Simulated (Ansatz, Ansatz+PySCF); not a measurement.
```xyz
10

N     1.0279    0.0000    0.0000
C     0.3075    1.0297    0.0000
C    -0.9043    0.6539    0.0000
C    -0.9043   -0.6539    0.0000
C     0.3075   -1.0297    0.0000
H     1.9568    0.0000    0.0000
H     0.7090    1.9464    0.0000
H    -1.7042    1.2561    0.0000
H    -1.7042   -1.2561    0.0000
H     0.7090   -1.9464    0.0000
```

RHF-MP2 on singlet C₄H₅N was run in several spherical basis sets with Ansatz (development build ahead of 0.2.0). Frozen core: 5 orbitals. Caution for RHF-MP2: no unrestricted run beside it, a lower state can exist.

(1) Rank the basis sets by the total energy that they give, lowest first, with the distance from the lowest.
A. def2-SVP
B. 6-31G(d)
C. cc-pVDZ

## Answers

(1) C (0.00 eV), B (1.07 eV), A (4.42 eV).

Totals follow the description of the cores as much as that of the bonds, so this order isn't one of quality for chemistry.
